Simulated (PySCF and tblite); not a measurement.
C₃H₉N, numbered as in [CH3:1][CH:2]([CH3:3])[NH2:4].

First level. Search: ETKDG and KDG, MMFF94s, GFN2-xTB, 90 starts; geometries at PBE0-D3(BJ)/def2-SVP. Energies: CAM-B3LYP-D3(BJ)/def2-TZVP, with GFN2-xTB thermal terms (modes under about 100 cm⁻¹ blended into free rotors). Symmetry numbers and mirror images are counted. Conformers within 3 kcal/mol (GFN2-xTB free energy) were kept, 8 at most. GIAO shieldings: mPW1PW91/pcSseg-2. Shifts are against TMS (¹H), TMS (¹³C), NH3 (¹⁵N) at the same level. Codes: tblite and PySCF.

It gives, at 298.15 K, with 2 conformers (largest weight 55 %): ¹H: 3.06 (H2, 1H), 0.96 (H1/H3, 6H) ppm. ¹³C: 47.4 (C2), 28.2 (C1/C3) ppm. ¹⁵N: 58.1 (N4) ppm.

Second level: PBE0-D3(BJ)/def2-SVP geometries, energies B3LYP-D3(BJ)/pcSseg-1, shieldings B3LYP/pcSseg-1, on up to 4 of the same conformers.

**Question.** How do the averaged shifts change?

**Answer.** 
| signal | first | second | change (ppm) |
| --- | --- | --- | --- |
| H1/H3 | 0.96 | 1.01 | 0.05 |
| H2 | 3.06 | 2.87 | -0.19 |
| C1/C3 | 28.2 | 28.6 | 0.4 |
| C2 | 47.4 | 47.2 | -0.3 |
| N4 | 58.1 | 63.7 | 5.6 |

The largest weight becomes 59 %.

H on N, O and S are left out: they exchange, and hydrogen bonds move them by several ppm. Unscaled ¹⁵N shifts at such levels can be off by tens of ppm; differences between conformers or isomers are more reliable. Shifts are unscaled: against experiment ¹³C can be off by 15 ppm or more and ¹H by 0.8 ppm.


¹⁵N shifts are against a computed isolated NH3 molecule, about 20 ppm from the liquid.